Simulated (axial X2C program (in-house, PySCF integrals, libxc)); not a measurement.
**Spectroscopic constants of AlO**

Computed with an axial X2C code built on PySCF integrals. Spin-free means the one-electron spin-free X2C Hamiltonian; two-component (2c) means X2C with spin–orbit coupling and atomic mean-field two-electron Coulomb and Gaunt terms, so the difference of the two also holds small scalar two-electron terms. Basis: Al dyall-v3z [8s8p2d1f], O dyall-av3z [7s6p3d2f] (cores contracted in-house); Gaussian nuclei, density fitting, unrestricted open shells. Masses: Al 26.982 u, O 15.995 u.

State, spin-free: M_S = 1/2, Λ = 0 (beyond evenly filled blocks: σα); electrons by block: σα: 7, σβ: 6, π+α: 2, π+β: 2, π-α: 2, π-β: 2. Fragments: Al + O.

State, 2c: Ω = 1/2 (⟨Sz⟩ = 0.50, ⟨Lz⟩ = 0.00 at PBE0); electrons by block: 1/2: 9, -1/2: 8, 3/2: 2, -3/2: 2. Fragments: Al + O.

```json
{"Hamiltonian": "2c", "level": "PBE0", "Re (Å)": "1.629", "ωe (cm⁻¹)": "952.4", "ωexe (cm⁻¹)": "7.95", "De (eV)": "4.96", "k (mdyn/Å)": "5.37", "μ (D)": "-4.33"}
{"Hamiltonian": "2c", "level": "BHandHLYP", "Re (Å)": "1.634", "ωe (cm⁻¹)": "878.3", "ωexe (cm⁻¹)": "7.1", "De (eV)": "4.38", "k (mdyn/Å)": "4.56", "μ (D)": "-4.11"}
```

Spin-free values that have a 2c row agree with it to the digits that matter (0.001 Å, 0.01 eV) and are not repeated.

Dipoles are positive if O is the positive end.

The state is a single determinant with fixed occupations, the lowest that a limited PBE0 search found. Dissociation energies refer to the lowest single-determinant-based atoms at the same level and basis. Density functionals use the spin component along the axis (collinear). The 2c atoms are single determinants rather than J levels; their spin–orbit lowering is only partly caught, and De is too large by that part. This holds for PBE0, BHandHLYP. Without a current term, density functionals place determinants with orbital angular momentum somewhat too high. The stretched end of a curve changes character and is left out.

No reliable constants came from CCSD (2c), CCSD (spin-free), CCSD(T) (2c), CCSD(T) (spin-free), HF (2c), HF (spin-free), MP2 (2c), MP2 (spin-free): no minimum in range, unconverged points, a curve that is not smooth, a change of character along it, or the two Hamiltonians disagreeing along it.

Rough cost a point (2c) on 1 thread(s) of a shared host, integrals apart: PBE0 0.3 s, BHandHLYP 0.5 s.

The whole task took 2.1 min on 1 thread of Intel(R) Xeon(R) Processor @ 2.30GHz, on a shared host.
